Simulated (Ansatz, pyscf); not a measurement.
H₂O (SMILES O) + HO–SiH: (SMILES O[SiH]) [singlet] -> HO–SiH₂–OH (SMILES O[SiH2]O), an insertion on the singlet surface: H–O broken, O–Si, H–Si formed. Single points on ωB97X-D3(BJ)/def2-SVP structures (PySCF, gas phase). Wave-function energies: Ansatz (a quantum-chemistry and plane-wave program), frozen core, RHF or UHF references. In kJ/mol, from the separated reactants.

| level | barrier | reaction energy |
|---|---|---|
| r²SCAN/def2-TZVP | 19.23 | -315.66 |
| PBE0-D3(BJ)/def2-TZVP | 36.84 | -301.19 |
| CCSD(T)/cc-pV(D+d)Z | 72.72 | -273.10 |
| CCSDT(Q)/cc-pV(D+d)Z | 70.94 | -272.46 |
| CCSD(T)/cc-pV(T+d)Z | 63.23 | -292.80 |
| CCSD(T)/cc-pV(Q+d)Z | 59.99 | -297.83 |

In cc-pV(D+d)Z, going from CCSD(T) to CCSDT(Q) shifts the barrier by -1.78 and the reaction energy by +0.64 kJ/mol. With HF in the quadruple-zeta basis and the correlation energy extrapolated as X⁻³ from X = 3, 4, CCSD(T) gives 57.61 and -301.05; adding the double-zeta shift gives ΔE‡ = 55.83 and ΔE = -300.41 kJ/mol, without core correlation, relativity or geometry relaxation at these levels. On the reactant side the descent ends in an adduct with a O–Si contact, 48.01 kJ/mol under the separated species and 98.64 kJ/mol under the saddle at ωB97X-D3(BJ)/def2-TZVP. What is counted as formed (O–Si) is already present as a longer contact in the reactant adduct; forming that adduct is a step of its own. At ωB97X-D3(BJ)/def2-TZVP the barrier from the zero used here is 50.63 kJ/mol. The same reactants have a lower exit, to HO–SiH: [singlet] + H₂O (barrier +1.67 kJ/mol at ωB97M-D3(BJ)/def2-TZVP, against +59.61 kJ/mol here). One saddle was located; it need not be the lowest between these sides.
